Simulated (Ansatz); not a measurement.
Antiferromagnetic (type II) rock-salt MnS was calculated with RPBE in Ansatz (PAW).

Numerical settings: plane-wave cutoff 520 eV, spin-polarised with opposed moments, scalar-relativistic PAW data made under PBE.

Cell (relaxed at this level):

```
MnS
1.0
    5.19146     2.57941     2.57941
    2.57941     5.19146     2.57941
    2.57941     2.57941     5.19146
Mn S
2 2
Direct
  0.00000   0.00000   0.00000
  0.50000   0.50000   0.50000
  0.25000   0.25000   0.25000
  0.75000   0.75000   0.75000
```
Starting moments (μB, in the order of the record's atoms Mn Mn S S): 5.0 -5.0 0.0 0.0.

Q: What does this level give for the magnetic moment (largest site, within a sphere)?

A: 
magnetic moment (largest site, within a sphere): 4.19 μB

Note: the bulk modulus comes from volumes at which shape and atoms were relaxed.

Moments are spin moments.

Computed values are for the static lattice.

Ansatz is a quantum-chemistry and plane-wave program.
